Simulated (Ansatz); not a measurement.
# CS, singlet: energies of several shapes or isomers

Program: Ansatz, Gaussian basis, development build. Basis cc-pVTZ on C, cc-pV(T+d)Z on S, nonrelativistic, no frozen core; active space CAS(10,8). Restricted Hartree–Fock, then the lowest state-specific CASSCF solution met for each case. On stretched bonds single-reference methods can fail or change state. Unlike active orbitals can shift such differences by tenths of an eV, at times by over 1 eV.

Case A: bond length 2.7630 Å. A bond is stretched, to 1.53 times the sum of the covalent radii.

Case B: bond length 3.5305 Å. A bond is stretched, to 1.95 times the sum of the covalent radii.

Case C: bond length 2.1490 Å.

Energy less that of case A, in eV:

| case | RHF/ROHF | CASSCF |
| --- | --- | --- |
| B | +0.793 | +0.715 |
| C | -2.942 | -2.626 |

(1) Give the SC-NEVPT2 energies against case A.

(2) Which case is lowest, and do the methods agree?

Results:

(1) B: +0.941 eV (21.7 kcal/mol); C: -2.765 eV (-63.8 kcal/mol).

(2) C is lowest in SC-NEVPT2. Of the methods shown, RHF/ROHF, CASSCF agree.
